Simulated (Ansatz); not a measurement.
Cost and result for the atomization energy of C2HF3O, SMILES `OC(F)=C(F)F` (7 atoms, 6 bonds).

Total charge 0; spin multiplicity 1. All single points use the PBE0-D4/def2-TZVP geometry. It is one conformer, not always the lowest. Program: Ansatz. All runs use 2 threads of an Arm Neoverse V1 on a shared host. Times are those of one run each, without the atoms' runs, and a repeat can differ threefold. Electronic energies, without spin–orbit coupling; frozen cores. CCSD(T)/CBS adds CCSD(T) − MP2 in def2-TZVPP to the MP2 limit, and its time is that of the two runs behind it. T1 = 0.013. B3LYP takes the VWN-RPA correlation (the form of Gaussian; ORCA's B3LYP/G).

CCSD(T)/CBS is a level of theory with its own doubt, some kJ/mol a heavy atom from the limit and from the frozen cores, so smaller differences don't rank the functionals.

```json
{"level": "LDA (SPW92)/def2-TZVPP", "functions": "200", "wall time": "1.2 s"}
{"level": "PBE0-D4/def2-TZVPP", "functions": "200", "wall time": "3.2 s"}
{"level": "BHLYP-D4/def2-TZVPP", "functions": "200", "wall time": "3.3 s"}
{"level": "CAM-B3LYP-D4/def2-TZVPP", "functions": "200", "wall time": "3.7 s"}
{"level": "B3LYP-D4/def2-TZVPP (with forces)", "functions": "200", "wall time": "4.2 s"}
{"level": "r2SCAN-D4/def2-TZVPP (with forces)", "functions": "200", "wall time": "4.9 s"}
{"level": "r2SCANh-D4/def2-TZVPP", "functions": "200", "wall time": "5.5 s"}
{"level": "B2PLYP/def2-TZVPP", "functions": "200", "wall time": "6 s"}
{"level": "CCSD(T)/def2-SVP", "functions": "89", "wall time": "7 s"}
{"level": "B97M-V/def2-TZVPP", "functions": "200", "wall time": "10 s"}
{"level": "MP2/def2-QZVPP", "functions": "372", "wall time": "21 s"}
{"level": "CCSD(T)/def2-TZVPP", "functions": "200", "wall time": "2.9 min"}
{"level": "CCSD(T)/CBS(def2)", "functions": "–", "wall time": "3.2 min"}
```

(1) What atomization energy does each give, and how far from CCSD(T)/CBS? (Estimate.)

Answers

(1) The calculation gave: 
```tsv
level	atomization (kcal/mol)	difference from CCSD(T)/CBS	per bond
LDA (SPW92)/def2-TZVPP	854.5	170.2	28.4
PBE0-D4/def2-TZVPP	693.5	9.2	1.5
BHLYP-D4/def2-TZVPP	636.3	-48.0	-8.0
CAM-B3LYP-D4/def2-TZVPP	691.4	7.1	1.2
B3LYP-D4/def2-TZVPP (with forces)	682.8	-1.5	-0.3
r2SCAN-D4/def2-TZVPP (with forces)	693.3	9.0	1.5
r2SCANh-D4/def2-TZVPP	681.7	-2.6	-0.4
B2PLYP/def2-TZVPP	677.5	-6.8	-1.1
CCSD(T)/def2-SVP	645.5	-38.8	-6.5
B97M-V/def2-TZVPP	686.2	1.9	0.3
MP2/def2-QZVPP	710.7	26.4	4.4
CCSD(T)/def2-TZVPP	661.7	-22.6	-3.8
CCSD(T)/CBS(def2)	684.3	0.0	0.0
```

In def2-TZVPP, CCSD(T) changes the Hartree–Fock value by +223.6 kcal/mol (the triples alone add +18.1 kcal/mol) and MP2 by +259.1 kcal/mol; breaking electron pairs costs correlation energy, which Hartree–Fock lacks. From BLYP to BHLYP (50 % exact exchange), in def2-TZVPP and without D4, the atomization energy moves by −57.2 kcal/mol: exact exchange takes away binding that semilocal exchange gives to molecules. The D4 term adds +4.1 kcal/mol with B3LYP and +2.1 kcal/mol with PBE0; it sums over pairs of atoms, weighted by their polarisabilities, and B3LYP, whose exchange is more repulsive, gets the larger term.
